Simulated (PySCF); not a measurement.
Solvent effects on NMR parameters

Numbering as in the mapped SMILES `[CH3:1][C:2]([CH3:3])([CH3:4])[F:5]` (H(Xn): hydrogen on atom n).

GIAO PBE0/pcSseg-1 in PySCF 2.14 on one PBE0-D3(BJ)/def2-SVP conformer, non-relativistic, equivalent nuclei averaged. Solvents enter as an IEF-PCM continuum (chloroform with ε = 4.7, acetonitrile with ε = 35.7) around the gas-phase geometry. Shifts are referred to TMS, CFCl3 computed in the same medium.

Gas phase, δ in ppm: C2 89.9, C1/C3/C4 29.8, F5 -166.0, H(C1)/H(C3)/H(C4) 1.28. Dipole moment 1.88 D.

(1) How does each δ change in the continuum?

(2) Which of the listed nuclei move most (in ppm), and what does the model miss?

## Answers

(1) 
```json
{"atoms": "C2", "environment": "fully substituted sp3 carbon bonded to F", "Δδ, chloroform": "+2.4", "Δδ, acetonitrile": "+3.2"}
{"atoms": "C1/C3/C4", "environment": "methyl carbon", "Δδ, chloroform": "+0.2", "Δδ, acetonitrile": "+0.3"}
{"atoms": "F5", "environment": "fluorine on an sp3 carbon", "Δδ, chloroform": "-2.1", "Δδ, acetonitrile": "-2.8"}
{"atoms": "H(C1)/H(C3)/H(C4)", "environment": "hydrogen on a methyl carbon", "Δδ, chloroform": "+0.05", "Δδ, acetonitrile": "+0.07"}
```

Changes are relative to the gas phase. The dipole moment becomes 2.25 D in chloroform, 2.42 D in acetonitrile.

(2) C2 (fully substituted sp3 carbon bonded to F, +3.2 ppm) in acetonitrile. A continuum only polarises the solute; specific hydrogen bonds, the anisotropy of aromatic solvents and changes of geometry or conformer are outside it.
